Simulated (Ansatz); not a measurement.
hcp Tl, treated with PBEsol-D3(BJ) (Ansatz, a quantum-chemistry and plane-wave program, plane waves, PAW).

Run with plane-wave cutoff 520 eV, 18×18×10 k mesh (along the axes of the cell as run), Fermi–Dirac smearing 0.05 eV, scalar-relativistic PAW data made under PBE.

The cell is scaled about its equilibrium volume:

Shape and atoms are relaxed at each volume.

```
V (Å³/atom)  P (GPa)  c (Å)  a (Å)
-----------  -------  -----  -----
25.900          2.02  5.367  3.338
26.440          0.95  5.396  3.364
26.979          0.00  5.425  3.389
27.519         -0.83  5.453  3.414
28.058         -1.56  5.480  3.439
```

Note: the bulk modulus comes from volumes at which shape and atoms were relaxed.
